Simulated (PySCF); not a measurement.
Compound: C₃H₂FO (doublet state).
Cartesian coordinates in Å at the GFN2-xTB level; atoms count from 1:
```xyz
7
C3H2FO angstrom
O     -1.9126   -1.3279    0.5059
C     -1.2794   -0.4223    0.0075
C     -0.0319    0.0943    0.3027
C      1.2075    0.4200    0.1227
F      1.9355    0.1233   -0.9760
H     -1.7188    0.1594   -0.8430
H      1.8030    0.9581    0.8530
```

The hyperfine couplings belong to this conformer and change with its torsions.

Identity: `O=C/[C]=C\F` [radical].

The calculation used UKS B3LYP, pcH-1 on C F H O, non-relativistic, mean-field spin-orbit, GIAO (PySCF 2.14.0). The structure is a single GFN2-xTB conformer in the gas phase; no vibrational or solvent corrections. A GFN2-xTB geometry isn't a minimum of the functional, and hyperfine couplings can be far from their values at a DFT geometry. The frame is twisted about the C2–C3 bond at this geometry (dihedral H6–C2–C3–C4 = -63°); couplings at other torsion angles weren't computed. The SCF solution wasn't tested for stability.

Principal values of hyperfine tensors in MHz (contact and dipolar terms together), for some of the nuclei:

| atom | isotope | A1 | A2 | A3 |
| --- | --- | --- | --- | --- |
| F5 | 19F | 88.89 | 138.95 | 442.76 |
| C3 | 13C | 40.50 | 55.40 | 235.28 |
| H7 | 1H | 66.15 | 72.28 | 80.45 |
| H6 | 1H | 54.82 | 61.69 | 70.65 |
| C2 | 13C | -59.89 | -33.97 | -25.33 |
| O1 | 17O | -110.96 | 23.05 | 29.10 |

Q: Split each tensor into its isotropic and traceless parts, and turn a_iso into mT with g = 2.0042.

A: a_iso is a third of the trace, T = A − a_iso, and a(mT) = a(MHz)/(g × 13.996).

```tsv
atom	a_iso (MHz)	a_iso (mT)	T1	T2	T3
F5	223.53	7.969	-134.65	-84.58	219.23
C3	110.39	3.935	-69.89	-54.99	124.88
H7	72.96	2.601	-6.81	-0.68	7.49
H6	62.38	2.224	-7.57	-0.70	8.26
C2	-39.73	-1.416	-20.16	5.76	14.40
O1	-19.61	-0.699	-91.36	42.65	48.70
```

Q: What spin density at the nucleus of H6 lies behind its contact coupling (g_N = 5.58569)?

A: a_FC = 800.24 MHz bohr³ × g_N × ρ(0)/(2S). With a_FC = 62.38 MHz and 2S = 1, ρ(0) = 0.01396 bohr⁻³. In magnitude that is 4.4 % of the 1/π = 0.318 of a free hydrogen atom.

Q: C4 (13C, g_N = 1.40482) isn't in the table. Its spin density at the nucleus is -0.004596 bohr⁻³. What is its contact coupling?

A: By the same relation, a_FC = -5.17 MHz. Its full tensor has the principal values -18.11, -2.32, 4.93 MHz.

Q: Name the largest traceless tensor T of the table and describe it.

A: F5: -134.6, -84.6, 219.2 MHz, rhombic: the two smaller values differ by 23 % of the largest.

Q: What first-order splitting does C3 cause when the field lies along A1, A2 or A3 of its tensor (g taken as isotropic, no quadrupole term)?

A: 2 lines (I = 1/2), spaced by |A_i|/(g × 13.996): 1.44, 1.98, 8.39 mT along the axes of A1, A2 and A3.

Hardware: one thread of an Arm Neoverse V1, on a shared host. Cost: 13 s (with the writing of density and orbital grids), 0.46 GiB resident at most.
